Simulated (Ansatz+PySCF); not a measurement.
doublet F₂(+): levels of theory in one basis

```xyz
2

F     0.0000    0.0000   -0.6716
F     0.0000    0.0000    0.6716
```

Basis set: cc-pVTZ (spherical functions). Left uncorrelated: 2 orbitals. Correlation on ROHF uses semicanonical orbitals with singles. Charge 1, multiplicity 2.

Computed with Ansatz (development build ahead of 0.2.0); each method stands on the lowest determinant of its kind that the runs found.

```csv
method,E − E(ROHF) (eV),<S²> of the determinant
ROHF,0.00,0.75
UHF,-0.29,0.90
ROHF-MP2,-12.53,–
UHF-MP2,-12.23,0.90
```

(1) Is a single determinant a sound starting point here?

## Answers

(1) Only with care. Unrestricted orbitals gain 0.29 eV and <S²> is 0.90 against 0.75 for a pure state, a contamination that matters most for the unrestricted series.

Caution: the determinant breaks the point group. Caution for UHF, UHF-MP2: the unrestricted determinant is spin contaminated. Caution for ROHF-MP2, UHF-MP2: forces differ strongly between restricted and unrestricted references; MP2 on this radical cation hangs on the determinant chosen; another reference gives a lower total.
